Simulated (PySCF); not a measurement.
System: rock-salt NaI. Method: PBE (PySCF, GTH pseudopotentials, Gaussian basis, DZ basis).

The same calculation (at the measured cell, 33.899 Å³/atom) with different numerical settings:

| run | k mesh | gap on the mesh (eV) | total energy (eV/atom) |
|---|---|---|---|
| 1 | 2×2×2 | 3.467 | -799.3976 |
| 2 | 3×3×3 | 3.539 | -799.5893 |
| 3 | 4×4×4 | 3.550 | -799.6076 |

In the column total energy (eV/atom) the first row differs from the last by +0.2100 and the next to last by +0.0183.

The last row is no converged limit: other settings stay fixed.

Spin–orbit coupling is not included.
